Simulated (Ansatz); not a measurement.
## Relaxing As3F

Theory: DFT PBE, scalar-relativistic, plane waves, PAW in Ansatz 0.2.0. Cutoff 420 eV, Γ-centred k mesh, Gaussian smearing, no spin polarisation in the final step.

As3F was placed on the TiAl3 (D0_22) structure type (I4/mmm, No. 139), with F in place of Ti, As in place of Al, at a guessed volume.

```
CELL_PARAMETERS angstrom
-2.01700 2.01700 4.50551
2.01700 -2.01700 4.50551
2.01700 2.01700 -4.50551
ATOMIC_POSITIONS crystal
As 0.50000 0.50000 0.00000
As 0.25000 0.75000 0.50000
As 0.75000 0.25000 0.50000
F 0.00000 0.00000 0.00000
```

Cell and atoms relax at zero pressure; the relaxation can't lower the symmetry of the start. After a coarse first stage the cell is made exact in the group found at 0.06 Å.

The zero of energy is the elements' standard structures at the same level (F₂ as a molecule); no fitted shifts are applied.

(1) Describe the relaxed structure.

(2) What are its volume, energy, density and gap?

Answers

(1) It ends in Fm-3m (No. 225). The result has the BiF3 (D0_3) structure. Conventional cell: a = 6.413 Å. As on Wyckoff site b (1 atom of the primitive cell) has 8 As at 2.78 Å and 6 F at 3.21 Å; around As on Wyckoff site c (2 atoms of the primitive cell) lie 4 As at 2.78 Å, 4 F at 2.78 Å and 6 As at 3.21 Å; F has 8 As at 2.78 Å and 6 As at 3.21 Å.

```
As F
1.0
     0.00000    3.20661    3.20661
     3.20661    0.00000    3.20661
     3.20661    3.20661    0.00000
As F
3 1
Direct
  0.50000 0.50000 0.50000
  0.25000 0.25000 0.25000
  0.75000 0.75000 0.75000
  0.00000 0.00000 0.00000
```

(2) The volume per atom is 16.49 Å³, the density is 6.14 g/cm³ and the energy over the elements is -0.14 eV/atom. The gap on the 14×14×14 mesh is 0 eV (a metal).

The final run used a 14×14×14 mesh on its 4-atom cell and 0.10 eV smearing. The k mesh leaves about 4 meV/atom of noise in metals. A structure relaxed within its symmetry needn't be a true minimum.

Cost: 3 runs of about 5.7 core-minutes in all, on Arm Neoverse V1 (shared hosts).